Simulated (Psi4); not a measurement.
**BF2 (SMILES F[B]F), step by step**

We compute a structure relaxation (doublet BF2, UBP86/6-31G*), then the energy (singlet [BF2]+, BP86/6-31G*), then a geometry optimisation (singlet [BF2]+, BP86/6-31G*), then the energy (doublet BF2, UBP86/6-31G*) of BF2. 

The results are computed with Psi4 1.11.

## 1. The molecule

BF2: 3 atoms, total charge 0, spin state doublet. As SMILES, `F[B]F`. All atoms were displaced at random from a relaxed shape. The run starts from this shape.

Bond lengths: F1–B2 1.380 Å, B2–F3 1.214 Å. Angles: F1–B2–F3 123.7°.

## 2. A geometry optimisation at UBP86/6-31G(d) (density fitting, Cartesian functions) (run 1)

The input, bf2.xyz:

```xyz
3
BF2
F      0.566419    -1.106579     0.110797
B      0.280846     0.242578     0.158289
F     -0.691174     0.743523    -0.368030
```

The input, bf2.py:

```python
import psi4

psi4.set_memory('1600 MB')
psi4.set_num_threads(1)
psi4.set_output_file('run.log', False)

with open('bf2.xyz') as f:
    atoms = ''.join(f.readlines()[2:])
geom = psi4.geometry('0 2\n' + atoms + 'symmetry c1')

psi4.set_options({
    'reference': 'uks',
})

E, wfn = psi4.optimize('bp86/6-31G*', molecule=geom, return_wfn=True)
print(f'total energy {E:.8f} hartree = {E * 27.211386:.5f} eV')
print(geom.to_string(dtype='xyz', units='Angstrom'))
```

Run with:

```sh
$ python bf2.py
```

run.log:

```text
[...]
  Running in c1 symmetry.
[...]
  Nuclear repulsion =   55.615730214143746
[...]
  Multiplicity = 2
[...]
  Nalpha       = 12
  Nbeta        = 11
[...]
    Number of basis functions: 45
[...]
   @DF-UKS iter   0:  -224.54537567555292   -2.24545e+02   5.26123e-04
[...]
   @DF-UKS iter   6:  -224.55000901276503   -9.43601e-12   6.67529e-09 DIIS
[...]
   @S^2 Observed:                7.518225393E-01
[...]
  @DF-UKS Final Energy:  -224.55000901276503
   => Energetics <=
    Nuclear Repulsion Energy =             54.4908134012561902
    One-Electron Energy =                -419.6659473233312951
    Two-Electron Energy =                 165.6026901532568729
    DFT Exchange-Correlation Energy =     -24.9775652439467564
    Empirical Dispersion Energy =           0.0000000000000000
    VV10 Nonlocal Energy =                  0.0000000000000000
    Total Energy =                       -224.5500090127650310
[...]
 Multipole Moments:
 ------------------------------------------------------------------------------------
     Multipole            Electronic (a.u.)      Nuclear  (a.u.)        Total (a.u.)
 ------------------------------------------------------------------------------------
 L = 1.  Multiply by 2.5417464519 to convert [e a0] to [Debye]
 Dipole X            :          0.2139269           -0.1665841            0.0473429
 Dipole Y            :          0.1558050           -0.1212299            0.0345752
 Dipole Z            :          0.0000000           -0.0000000            0.0000000
 Magnitude           :                                                    0.0586241
[...]
  -Total Gradient:
     Atom            X                  Y                   Z
    ------   -----------------  -----------------  -----------------
       1        0.000155848349     0.000112422967    -0.000000000000
       2        0.000105251655     0.000124909535     0.000000000000
       3        0.000195636712     0.000095286129     0.000000000000
[...]
    Final optimized geometry and variables:
    Molecular point group: c1
    Full point group: Cs
    Geometry (in Angstrom), charge = 0, multiplicity = 2:
    F            0.560405505188    -1.019433666317     0.000000000000
    B            0.409302566142     0.297865833383     0.000000000000
    F           -0.797590541040     0.846824637656    -0.000000000000
[...]
```

Standard output:

```text
Optimizer: Optimization complete!
total energy -224.55000901 hartree = -6110.31697 eV
3
0 2 BF2
F                     0.560405505188    -1.019433666317     0.000000000000
B                     0.409302566142     0.297865833383     0.000000000000
F                    -0.797590541040     0.846824637656     0.000000000000
```

Wall time 9 s (1 thread of Intel Xeon 6975P-C (Granite Rapids), shared host); peak memory 0.3 GiB.

The path in brief:

```
step  energy from the first frame kept (eV)  largest force (eV/Å)
   0                                 0.0000                7.4884
   1                                -0.3134                2.5942
   2                                -0.3654                0.5664
   3                                -0.3686                0.1800
   4                                -0.3689                0.0616
   5                                -0.3689                0.0242
   6                                -0.3689                0.0112
```

After the run. Bond lengths: F1–B2 1.326 Å, B2–F3 1.326 Å. Angles: F1–B2–F3 121.0°.

## 3. The singlet cation: the energy at BP86/6-31G(d) (density fitting, Cartesian functions) (run 2)

The input, bf2.xyz:

```xyz
3
BF2
F      0.565724    -1.095505     0.112222
B      0.338992     0.208639     0.189105
F     -0.724174     0.752116    -0.387313
```

The input, run.py:

```python
import psi4

psi4.set_memory('1600 MB')
psi4.set_num_threads(1)
psi4.set_output_file('run.log', False)

with open('bf2.xyz') as f:
    atoms = ''.join(f.readlines()[2:])
geom = psi4.geometry('1 1\n' + atoms + '')

energy_value, wavefunction = psi4.energy("bp86/6-31G*", return_wfn=True)
print('E =', round(energy_value, 9))
```

Run with:

```sh
$ python run.py
```

run.log:

```text
[...]
  Running in cs symmetry.
[...]
  Nuclear repulsion =   54.490809415842705
[...]
  Multiplicity = 1
[...]
  Nalpha       = 11
  Nbeta        = 11
[...]
    Number of basis functions: 45
[...]
   @DF-RKS iter   1:  -224.12228579070106    8.13228e-02   1.07460e-02 DIIS/ADIIS
[...]
   @DF-RKS iter   8:  -224.18056828019036   -1.34828e-07   4.21082e-07 DIIS
[...]
    Orbital Energies [Eh]
    ---------------------
    Doubly Occupied:
       1Ap   -24.694377     2Ap   -24.694359     3Ap    -7.094751
       4Ap    -1.484459     5Ap    -1.461591     6Ap    -0.851894
       7Ap    -0.817202     1App   -0.765161     8Ap    -0.763607
       2App   -0.712235     9Ap    -0.699044
[...]
  @DF-RKS Final Energy:  -224.18056828019036
   => Energetics <=
    Nuclear Repulsion Energy =             54.4908094158427048
    One-Electron Energy =                -411.6839004435600486
    Two-Electron Energy =                 157.5630354681051415
    DFT Exchange-Correlation Energy =     -24.5505127205781690
    Empirical Dispersion Energy =           0.0000000000000000
    VV10 Nonlocal Energy =                  0.0000000000000000
    Total Energy =                       -224.1805682801903572
[...]
 Multipole Moments:
 ------------------------------------------------------------------------------------
     Multipole            Electronic (a.u.)      Nuclear  (a.u.)        Total (a.u.)
 ------------------------------------------------------------------------------------
 L = 1.  Multiply by 2.5417464519 to convert [e a0] to [Debye]
 Dipole X            :          1.1634642           -0.1665840            0.9968803
 Dipole Y            :          0.8467468           -0.1212298            0.7255170
 Dipole Z            :          0.0000000            0.0000000            0.0000000
 Magnitude           :                                                    1.2329417
[...]
```

Standard output:

```text
E = -224.18056828
```

Run time: 1.8 s. Hardware: 1 thread of Intel Xeon 6975P-C (Granite Rapids), shared host; peak memory 0.27 GiB.

## 4. The singlet cation: a geometry optimisation at BP86/6-31G(d) (density fitting, Cartesian functions) (run 3)

The input, job.py:

```python
import psi4

psi4.set_memory(1600000000)
psi4.set_num_threads(1)
psi4.set_output_file('psi4.out', False)

mol = psi4.geometry("""
1 1
F      0.565724    -1.095505     0.112222
B      0.338992     0.208639     0.189105
F     -0.724174     0.752116    -0.387313
symmetry c1
""")

psi4.set_options({
    'basis': '6-31G*',
})

result = psi4.optimize("bp86")
print(f'bp86 energy: {result:.10f} Eh')
mol.save_xyz_file('final.xyz', False)
```

Run with:

```sh
$ python job.py
```

psi4.out:

```text
[...]
  Running in c1 symmetry.
[...]
  Nuclear repulsion =   54.490809415842705
[...]
  Multiplicity = 1
[...]
  Nalpha       = 11
  Nbeta        = 11
[...]
    Number of basis functions: 45
[...]
   @DF-RKS iter   1:  -224.12228579056529    8.13228e-02   8.38523e-03 ADIIS/DIIS
[...]
   @DF-RKS iter   7:  -224.23922800999031   -1.30740e-12   6.52181e-09 DIIS
[...]
    Orbital Energies [Eh]
    ---------------------
    Doubly Occupied:
       1A    -24.718374     2A    -24.718365     3A     -7.062677
       4A     -1.522930     5A     -1.517919     6A     -0.865628
       7A     -0.855573     8A     -0.800243     9A     -0.800243
      10A     -0.748954    11A     -0.748954
[...]
  @DF-RKS Final Energy:  -224.23922800999031
   => Energetics <=
    Nuclear Repulsion Energy =             55.5165144004246258
    One-Electron Energy =                -413.1517175069790824
    Two-Electron Energy =                 158.0335842440725571
    DFT Exchange-Correlation Energy =     -24.6376091475084102
    Empirical Dispersion Energy =           0.0000000000000000
    VV10 Nonlocal Energy =                  0.0000000000000000
    Total Energy =                       -224.2392280099903132
[...]
 Multipole Moments:
 ------------------------------------------------------------------------------------
     Multipole            Electronic (a.u.)      Nuclear  (a.u.)        Total (a.u.)
 ------------------------------------------------------------------------------------
 L = 1.  Multiply by 2.5417464519 to convert [e a0] to [Debye]
 Dipole X            :          0.0009438           -0.0001346            0.0008091
 Dipole Y            :          0.0006868           -0.0000980            0.0005888
 Dipole Z            :         -0.0000000            0.0000000            0.0000000
 Magnitude           :                                                    0.0010007
[...]
  -Total Gradient:
     Atom            X                  Y                   Z
    ------   -----------------  -----------------  -----------------
       1       -0.000098631302     0.000090020337     0.000000000000
       2        0.000043295639     0.000031522265    -0.000000000000
       3        0.000055322099    -0.000121552473     0.000000000000
[...]
    Final optimized geometry and variables:
    Molecular point group: c1
    Full point group: Cs
    Geometry (in Angstrom), charge = 1, multiplicity = 1:
    F            0.731793584392    -1.005879507434     0.000000000000
    B            0.000330835991     0.000240741674    -0.000000000000
    F           -0.731985299159     1.005740001046     0.000000000000
[...]
```

The script printed:

```text
Optimizer: Optimization complete!
bp86 energy: -224.2392280100 Eh
```

It took 6.3 s on 1 thread of Intel Xeon 6975P-C (Granite Rapids), shared host; peak memory 0.31 GiB.

The path in brief:

```
step  energy from the first frame kept (eV)  largest force (eV/Å)
   0                                 0.0000                6.8499
   1                                -1.0336                3.4536
   2                                -1.4878                1.2443
   3                                -1.5849                0.3186
   4                                -1.5961                0.0582
   5                                -1.5962                0.0069
```

After the run. Bond lengths: F1–B2 1.244 Å, B2–F3 1.244 Å. Angles: F1–B2–F3 180.0°.

## 5. The energy at UBP86/6-31G(d) (density fitting, Cartesian functions) (run 4)

The input, job.dat:

```
memory 1600 mb

molecule system {
  0 2
  F      0.709840    -1.082086     0.205002
  B      0.014990    -0.086014    -0.063958
  F     -0.680535     0.909444    -0.333446
  units angstrom
  symmetry c1
}

set {
  reference uks
}

result = energy('bp86/6-31G*')
print_variables()
```

Run with:

```sh
$ psi4 -n 1 job.dat job.out
```

job.out:

```text
[...]
  Running in c1 symmetry.
[...]
  Nuclear repulsion =   55.516519057191232
[...]
  Multiplicity = 2
[...]
  Nalpha       = 12
  Nbeta        = 11
[...]
    Number of basis functions: 45
[...]
   @DF-UKS iter   1:  -224.39810413420116   -5.64506e-02   9.01231e-03 DIIS/ADIIS
[...]
   @DF-UKS iter   8:  -224.44905337763566   -2.91481e-08   2.14259e-07 DIIS
[...]
   @S^2 Observed:                7.535278786E-01
[...]
    Orbital Energies [Eh]
    ---------------------
    Alpha Occupied:
       1A    -24.364252     2A    -24.364241     3A     -6.675817
       4A     -1.181974     5A     -1.178415     6A     -0.544953
       7A     -0.532389     8A     -0.474003     9A     -0.474002
      10A     -0.421473    11A     -0.421473    12A     -0.067814
    Alpha Virtual:
      13A     -0.039586    14A     -0.039585    15A      0.232132
      16A      0.324700    17A      0.324700    18A      0.446402
      19A      0.714284    20A      0.938585    21A      1.039776
      22A      1.039776    23A      1.070401    24A      1.070401
      25A      1.122883    26A      1.229310    27A      1.229310
[...]
  @DF-UKS Final Energy:  -224.44905337763566
   => Energetics <=
    Nuclear Repulsion Energy =             55.5165190571912319
    One-Electron Energy =                -420.7903377786721535
    Two-Electron Energy =                 165.8113548218275071
    DFT Exchange-Correlation Energy =     -24.9865894779822746
    Empirical Dispersion Energy =           0.0000000000000000
    VV10 Nonlocal Energy =                  0.0000000000000000
    Total Energy =                       -224.4490533776356642
[...]
 Multipole Moments:
 ------------------------------------------------------------------------------------
     Multipole            Electronic (a.u.)      Nuclear  (a.u.)        Total (a.u.)
 ------------------------------------------------------------------------------------
 L = 1.  Multiply by 2.5417464519 to convert [e a0] to [Debye]
 Dipole X            :         -0.0033739           -0.0001345           -0.0035084
 Dipole Y            :         -0.0024547           -0.0000979           -0.0025526
 Dipole Z            :         -0.0000000           -0.0000000           -0.0000000
 Magnitude           :                                                    0.0043388
[...]
```

It took 1.9 s on 1 thread of Intel Xeon 6975P-C (Granite Rapids), shared host; peak memory 0.27 GiB.

## 6. Summary of results

```
                                                               quantity          value
                           run 1, UBP86/6-31G*: total energy at the end  -224.55001 Eh
                                     run 1, UBP86/6-31G*: dipole moment         0.15 D
                run 1, UBP86/6-31G*: HOMO energy (highest over α and β)       -5.39 eV
                 run 1, UBP86/6-31G*: LUMO energy (lowest over α and β)       -2.72 eV
                                              run 1, UBP86/6-31G*: ⟨S²⟩          0.752
                                    singlet cation, run 2: total energy  -224.18057 Eh
                                     singlet cation, run 2: HOMO energy      -19.02 eV
                                     singlet cation, run 2: LUMO energy      -14.33 eV
                                   singlet cation, run 2: HOMO–LUMO gap        4.69 eV
                         singlet cation, run 3: total energy at the end  -224.23923 Eh
                                     singlet cation, run 3: HOMO energy      -20.38 eV
                                     singlet cation, run 3: LUMO energy       -9.47 eV
                                   singlet cation, run 3: HOMO–LUMO gap       10.91 eV
                                      run 4, UBP86/6-31G*: total energy  -224.44905 Eh
                                     run 4, UBP86/6-31G*: dipole moment         0.01 D
                run 4, UBP86/6-31G*: HOMO energy (highest over α and β)       -1.85 eV
                 run 4, UBP86/6-31G*: LUMO energy (lowest over α and β)       -1.08 eV
                                              run 4, UBP86/6-31G*: ⟨S²⟩          0.754
adiabatic ionisation energy (to the singlet cation, no zero-point term)       8.457 eV
```

What this shows: The adiabatic ionisation energy (to the singlet cation, no zero-point term) is 8.46 eV (195 kcal/mol). The optimisation (run 1, UBP86/6-31G*) took 7 steps and changed the energy by -0.369 eV. The optimisation (singlet cation, run 3) took 6 steps and changed the energy by -1.596 eV.
